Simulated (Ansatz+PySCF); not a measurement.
The numbers below are computed, except where a source is named.
## PySCF 2.14.0 run

```python
from pyscf import gto, scf, cc

mol = gto.M(atom="""
Mg 0.000000 0.000000 0.000000
H 2.774330 0.000000 0.000000
H -3.121870 0.000000 0.000000
""", basis='sto-3g', charge=0, spin=0)
mf = scf.RHF(mol)
mf.kernel()
mycc = cc.CCSD(mf, frozen=1).run()
et = mycc.ccsd_t()
print(mf.e_tot, mycc.e_corr, et, mycc.e_tot + et)
```

The script is written out from the run's settings.

Results

| Item | Value |
| --- | --- |
| Converged | yes |
| Reference energy | -197.76327 hartree |
| CCSD correlation energy | -0.23041 hartree |
| Triples correction | -0.02406 hartree |
| Total energy | -198.01773 hartree |
| Spin squared of the determinant | 0.000 |

Caution: large amplitudes, a single reference is doubtful; an unrestricted determinant lies well below.
